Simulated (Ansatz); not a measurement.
## Bulk modulus B0 of some phosphides, arsenides and antimonides

Method: LDA in Ansatz (plane waves, PAW). References are measured values corrected to a static lattice or taken at low temperature (these still hold zero-point motion). The table is a random draw of 6 from 7 solids with such references.

Values in GPa.

```tsv
solid	reference	LDA	error (%)
zinc-blende AlAs	75	75.5	+0.7
zinc-blende InP	72	71.2	-1.1
zinc-blende GaAs	76.7	74.3	-3.1
zinc-blende InAs	58.6	60.1	+2.6
zinc-blende InSb	46.1	46.6	+1.1
zinc-blende GaP	89.6	90.0	+0.4
```

Over these 6 solids the mean error is +0.1 %, the mean absolute error 1.5 % (median 1.1 %), and the worst case zinc-blende GaAs at -3.1 %; the value is above the reference in 4 of 6 cases. Over all 7 the mean error is 0.0 % and the mean absolute error 1.3 % (median 1.0 %).

All these references are brought to a static lattice.

Spin–orbit coupling is left out, also for the solids with elements from indium on (zinc-blende InP, zinc-blende InAs, zinc-blende InSb); its size isn't shown.

Differences are worked out from the printed values.

Each level is taken at its own relaxed cell. Caveats: the gap of the solid is closed in this run (zinc-blende InAs, zinc-blende InSb). Ansatz's density-functional and Hartree–Fock values are scalar-relativistic unless marked +SOC, with PAW data made under PBE.

Not in this set, of the phosphides, arsenides and antimonides with a reference value in our tables and a result at some level: 4 for a reference at room or unstated temperature (zinc-blende BAs, chalcopyrite CdGeAs2, zinc-blende GaSb, chalcopyrite ZnGeP2). These can be a level's worst cases. At least 2 more with a reference value are held back for tests. Layered and molecular crystals are counted apart.

References as tabulated in Mejia-Rodriguez and Trickey (2018), arXiv:1807.09216.

Ansatz is a program for electronic structure.
